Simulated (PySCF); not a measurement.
CN, SMILES [C]#N, multiplicity 2.

Geometry optimised at B3LYP-D3(BJ)/def2-TZVPD.

Calculation: ωB97X/def2-TZVPD in PySCF.

Problem. Estimate the frontier levels, dipole moment and polarisability. (An estimate is asked for; the answer gives what the named calculation found.)

Solution. 
| Quantity | Value |
|---|---|
| α spin, highest occupied and lowest empty level | -13.64 and 2.11 eV |
| β spin, highest occupied and lowest empty level | -13.33 and -4.26 eV |
| dipole moment | 1.62 D |
| mean static polarisability | 20.3 bohr³ (3.01 Å³) |
| polarisability, principal values | 18.1, 18.1, 24.7 bohr³ |
| ⟨S²⟩ | 0.765 (pure state 0.75) |
